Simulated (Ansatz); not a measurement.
Relative stability

Two relaxed structures of SiH$_{4}$SO, singlet (PBE0-D4/def2-TZVP; forces vanish, vibrations not checked).

A:

Si1  (-0.667, 0.538, -0.181)
O2  (0.174, -0.288, 1.002)
S3  (1.027, -1.615, 0.492)
H4  (-1.624, -0.365, -0.864)
H5  (0.283, 1.102, -1.174)
H6  (-1.377, 1.620, 0.541)
H7  (2.184, -0.992, 0.184)
(Å)

B:

Si1  (1.061, -2.212, 0.889)
O2  (-0.338, -1.658, 1.019)
S3  (-1.332, 1.487, 0.111)
H4  (-1.170, 0.221, 0.550)
H5  (1.534, 0.660, -0.651)
H6  (-1.856, 1.081, -1.055)
H7  (2.219, 0.393, -0.798)
(Å)

Computed with Ansatz 0.2.0 (basis: def2-TZVPP); correlated methods freeze the cores. B3LYP uses VWN-RPA correlation.

Problem. Which structure is lower at CCSD(T), and by how much? (Judge from chemistry; the value comes from the calculation.)

Solution. Computed: A, by 39.5 kJ/mol (electronic energy, against the other). By their contacts, A is SiH₄SO ([SiH3][O][SH]) and B is a complex of H₂S + SiO + H₂.

All methods give the same order:

```csv
method,E(B) − E(A) (kJ/mol)
PBE-D4,41.9
r2SCAN-D4,64.1
PBE0-D4,69.2
B3LYP-D4,44.1
wB97M-V,45.6
HF,85.7
MP2,33.7
CCSD,49.4
CCSD(T),39.5
```

No T1 diagnostic of these runs exceeds 0.020.

Labels in which every atom is bracketed show which atoms are joined, not bond orders.

For scale, one of the runs: CCSD(T)/def2-TZVPP, 171 basis functions, launched by `ansatz run in.yaml --threads 2 --pin off --events-out ev --progress --plain --max-ram 4352MiB`. Hardware: 2 CPU threads of an Arm Neoverse N1, shared host. Wall time 42 s; peak host memory 1.4 GiB.
